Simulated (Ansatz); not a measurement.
```xyz
10

C    -0.919    0.089   -0.807
N     0.119   -0.655   -0.122
C     1.000    0.091    0.665
F     0.376    0.748    1.747
H    -1.628    0.583   -0.133
H    -0.453    0.857   -1.430
H    -1.471   -0.582   -1.467
H    -0.247   -1.455    0.375
H     1.463    0.881    0.068
H     1.761   -0.557    1.104
```

Charge 0, multiplicity 1.

Question: List the PBE0/def2-TZVPP orbital energies in eV (Ansatz). (Estimate.)

Answer: The calculation gave: Occupied: -673.05, -391.46, -280.59, -278.75, -32.78, -25.84, -20.03, -17.89, -14.83, -13.85, -13.62, -12.33, -11.55, -11.07, -10.13, -9.50, -7.25. Lowest empty: 1.27, 2.06, 2.52, 2.72, 3.17, 3.59, 4.20, 4.55.
